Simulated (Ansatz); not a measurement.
I need a ladder of methods at one geometry of BN (charge +1). Use Ansatz 0.2.0 through its Python package. Settings (for the species named): Hartree-Fock, def2-SVP basis, multiplicity 4. The script varies functional: hf, revpbe, pbe, r2scan0, r2scan, b3lyp.

```xyz
2

B     0.0000    0.0000    0.0000
N     0.0000    0.0000    1.5700
```

`run_methods.py`:
```python
"""BN(+) at several levels of theory."""

from pathlib import Path

import ansatz as az
import numpy as np

GEOMETRY = """
B     0.00000    0.00000    0.00000
N     0.00000    0.00000    1.57000
"""

system = az.Crystal.molecule()
for line in GEOMETRY.strip().splitlines():
    symbol, *xyz = line.split()
    system = system.atom(symbol, [float(v) for v in xyz])

model = system.calculation()
model = model.basis(gaussian="def2-SVP")
model = model.charge(1)
model = model.spin("collinear", total=3)

print("functional    E (Ha)        dipole (D)   HOMO (eV)  LUMO (eV)")
for name in ["hf", "revpbe", "pbe", "r2scan0", "r2scan", "b3lyp"]:
    rep = model.functional(name).forces().orbitals().run(runs_dir="runs").report
    lines = Path(rep["orbitals_path"]).read_text().splitlines()
    field_of = lambda key: [line.split("=")[1].strip() for line in lines if line.startswith(key)]
    orbitals = [(27.211386 * float(e), s, float(n)) for e, s, n in zip(field_of("Ene="), field_of("Spin="), field_of("Occup="))]
    homo = max(e for e, _, n in orbitals if n > 0.5)
    lumo = min(e for e, _, n in orbitals if n < 0.5)
    dipole = 4.803205 * np.linalg.norm(rep["charge_distribution"]["dipole_moment_e_ang"])
    print(f"{name:10s} {rep['free_energy_ev'] / 27.211386246:14.6f} {dipole:9.3f} {homo:11.3f} {lumo:10.3f}")
```

```console
$ python run_methods.py
functional    E (Ha)        dipole (D)   HOMO (eV)  LUMO (eV)
hf             -78.562389     4.136     -21.557     -8.178
revpbe         -78.913698     2.998     -16.531    -14.592
pbe            -78.821017     2.989     -16.543    -14.720
r2scan0        -78.873105     3.498     -18.460    -12.587
r2scan         -78.881769     3.300     -17.041    -13.968
b3lyp          -78.926849     3.201     -17.794    -13.630
```

Reading the output:
- Total energies depend on the basis set; only differences at equal settings carry meaning.
- The geometry is a force-field or estimated start, not a minimum of this method, and the basis set is short of its limit. A lower total doesn't mark the better method: functionals have no common bound, and MP2 and coupled cluster aren't variational.
- The run takes the species as open-shell (spin multiplicity 4), which needn't be its ground state.
- An ion's dipole depends on the origin; the program takes it about the centre of nuclear charge.
- b3lyp holds the VWN-RPA fit, as in Gaussian; the form of ORCA and Turbomole is b3lyp5.
- Levels such as HOMO and LUMO are orbital energies: with these approximate functionals they aren't the ionisation energy and electron affinity, and their gap isn't the fundamental gap.
- The spin state was assumed, and another may lie lower.
- The whole script took 3.4 s on 1 thread of Arm Neoverse V2 (shared host), peak memory 0.17 GiB.
